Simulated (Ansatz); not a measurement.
System: CH₄F, charge 0, doublet.
NHTBH set geometry:
```
C
H 1 1.0797
H 1 1.0797 2 115.36
H 1 1.0797 2 115.36 3 -138.54
F 1 1.6686 2 102.62 3 110.73
H 5 1.2385 2 151.05 1 -180.00
```
Charge 0, spin multiplicity 2.

Total energies in aug-cc-pVDZ, 15 correlated electrons, 2 frozen orbitals. Radicals and triplets start from unrestricted determinants; spin-orbit coupling is neglected. Correlated methods leave the cores frozen. No relativity. The UHF reference of CH4F (saddle point or complex, doublet) is spin-contaminated (<S^2> up to 0.07 over the pure value in the sets run).

```csv
method,program,energy (Eh),minus CCSDT(Q) (mEh)
HF,Ansatz,-139.48396,416.91
MP2,Ansatz,-139.86120,39.67
CCSD,Ansatz,-139.88727,13.59
CCSD(T),Ansatz,-139.89909,1.77
CCSDT(Q),Ansatz,-139.90086,0.00
```

Ansatz is a first-principles code.
